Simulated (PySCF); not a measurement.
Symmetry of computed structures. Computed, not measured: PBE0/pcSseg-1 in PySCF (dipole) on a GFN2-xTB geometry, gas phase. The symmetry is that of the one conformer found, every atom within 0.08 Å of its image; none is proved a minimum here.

Question: What symmetry has `[CH:1]#[C:2][C:3]([CH3:4])([CH3:5])[CH3:6]`?

Answer: C3v; prolate symmetric top; symmetry number 3; 6 operations, which sort the 16 atoms into 7 sets; dipole 0.71 D, along the axis; heavy atoms equivalent by symmetry: C4/C5/C6.

Question: Point group, rotor type and polarity of `[CH3:1][S:2][c:3]1[cH:4][cH:5][n:6][cH:7][cH:8]1` with C1–S2–C3–C4 179°, H–C1–S2–C3 -61° (nearest H)?

Answer: Cs; asymmetric top; symmetry number 1; 2 operations, which sort the 15 atoms into 14 sets; dipole 2.89 D, in the ab plane, which is the mirror; A, B, C = 4451, 1172, 933.3 MHz.

Question: Point group, rotor type and polarity of `[SH:1][c:2]1[cH:3][cH:4][cH:5][cH:6][cH:7]1` with H–S1–C2–C3 180°?

Answer: Cs; asymmetric top; symmetry number 1; 2 operations, which sort the 13 atoms into 13 sets; dipole 1.23 D, in the ab plane, which is the mirror; A, B, C = 5659, 1598, 1246 MHz.

Question: Point group, rotor type and polarity of `OC` (CH4O)?

Answer: Cs; near-prolate asymmetric top; symmetry number 1; 2 operations, which sort the 6 atoms into 5 sets; dipole 1.75 D, in the ab plane, which is the mirror.
